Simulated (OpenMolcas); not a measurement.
## How methods differ on AlNH3O (SMILES [NH2][Al][OH])

The species is AlNH3O (6 atoms), meant as a doublet with charge 0. SMILES: `[NH2][Al][OH]`. The coordinates come from a PBE0-D4/def2-TZVP relaxation. This is one conformer, not always the lowest.

| atom | x (Å) | y (Å) | z (Å) |
| --- | --- | --- | --- |
| N | -0.9239 | 0.2402 | -0.7608 |
| Al | 0.5952 | 0.6013 | 0.0707 |
| O | 1.1941 | -0.6185 | 1.1012 |
| H | -1.4343 | -0.6236 | -0.6572 |
| H | -1.3947 | 0.8616 | -1.3968 |
| H | 2.0057 | -0.5251 | 1.5968 |

Each level gives the energy change with the N1–H5 bond stretched from 1.006 to 1.811 Å (eV). The values are calculated.

| level | kind | program | value (eV) | less CCSD(T)/def2-SVPD | CPU time (all runs) |
| --- | --- | --- | --- | --- | --- |
| UHF/def2-SVPD | Hartree–Fock | OpenMolcas | 3.93 | +0.20 | 29 s |
| USVWN5/def2-SVPD | LDA | OpenMolcas | 3.72 | -0.01 | 53 s |
| UBLYP/def2-SVPD | GGA | OpenMolcas | 3.56 | -0.17 | 84 s |
| UM06-L/def2-SVPD | meta-GGA | OpenMolcas | 3.98 | +0.25 | 2.3 min |
| UTPSS/def2-SVPD | meta-GGA | OpenMolcas | 3.73 | 0.00 | 2.1 min |
| UBHLYP/def2-SVPD | global hybrid | OpenMolcas | 4.23 | +0.50 | 91 s |
| UM06-2X/def2-SVPD | hybrid meta-GGA | OpenMolcas | 4.13 | +0.40 | 2.1 min |
| ROCCSD(T)/def2-SVPD | coupled cluster or CI | OpenMolcas | 3.73 | 0.00 | 97 s |

Differences are taken from ROCCSD(T)/def2-SVPD for orientation; it has basis-set and higher-order errors of its own. At this stretch a single reference begins to fail. The first shape isn't each level's own minimum. The values span 3.56 to 4.23 eV. Spin contamination of the reference (⟨S²⟩ at least 0.1 too high) touches UHF/def2-SVPD, UBHLYP/def2-SVPD. Times are those of the runs behind each value, whatever else they computed, on shared processors of several kinds: orders of magnitude only.
